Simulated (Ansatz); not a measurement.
Gas-phase electronic energies from Ansatz, PBE0-D4/def2-TZVP geometries. CCSD(T)/CBS adds triple-zeta CCSD(T) − MP2 to the extrapolated MP2 energy (def2 sets, frozen cores). This one scheme is used for every species. DFT in def2-TZVPP.

`N#C/C=C/F` + H₂ → `C=CF` + `C#N`  (hydrogenolysis of a C–C bond)

```
             level  ΔE (kcal/mol)  difference from CCSD(T)/CBS
           BLYP-D4           -3.5                          3.7
           PBE0-D4           -4.1                          3.1
        r2SCANh-D4           -3.8                          3.4
           ωB97M-V           -6.6                          0.6
          PBE-QIDH           -5.4                          1.8
              BLYP           -5.3                          1.9
              PBE0           -4.8                          2.4
RPA@PBE/def2-TZVPP           -7.4                         -0.2
      MP2/def2-SVP           -4.5                          2.7
    MP2/def2-TZVPP           -5.2                          2.0
SCS-MP2/def2-TZVPP           -6.6                          0.6
CCSD(T)/def2-TZVPP           -7.0                          0.2
    MP2/def2-QZVPP           -5.3                          1.9
SCS-MP2/def2-QZVPP           -6.7                          0.5
      HF/CBS(def2)          -10.6                         -3.4
     MP2/CBS(def2)           -5.4                          1.8
       CCSD(T)/CBS           -7.2                            0
```

Largest T1 diagnostic among the species: 0.014.

The D4 term adds +1.3 kcal/mol with B3LYP and +0.7 kcal/mol with PBE0; it sums over pairs of atoms, weighted by their polarisabilities, and B3LYP, whose exchange is more repulsive, gets the larger term. From BLYP to BHLYP (50 % exact exchange), in def2-TZVPP and without D4, ΔE moves by −2.3 kcal/mol.

B3LYP here is the variant with VWN-RPA as its local correlation; programs differ in this.
